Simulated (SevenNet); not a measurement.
bcc V

Computed with the machine-learned potential SevenNet-0 (trained on PBE and PBE+U data).

Cell: relaxed at this level.

```yaml
lattice_parameter_a: 2.999 Å
volume_per_atom: 13.48 Å³/atom
vacancy_formation_energy: 2.42 eV
```

Measured, for comparison: lattice constant a 3.021 Å, equilibrium volume per atom 13.79 Å³/atom (static lattice: zero-point anharmonic expansion removed; as tabulated in Mejia-Rodriguez and Trickey (2018), arXiv:1807.09216); vacancy formation energy 2.15 ± 0.05 eV (midpoint of the printed range, monovacancy, our sources range from 2.07 to 2.15; as tabulated in Byggmästar et al. (2020), arXiv:2006.14365). Computed (rounded) less measured: lattice constant a -0.7 %, equilibrium volume per atom -2.2 %, vacancy formation energy +0.27 eV (+0.27 eV to +0.35 eV over the range).

A machine-learned potential is trained on density-functional data: it inherits that level's misses and adds fitting errors of its own.

Note: the model's elastic tensor is not positive definite here.
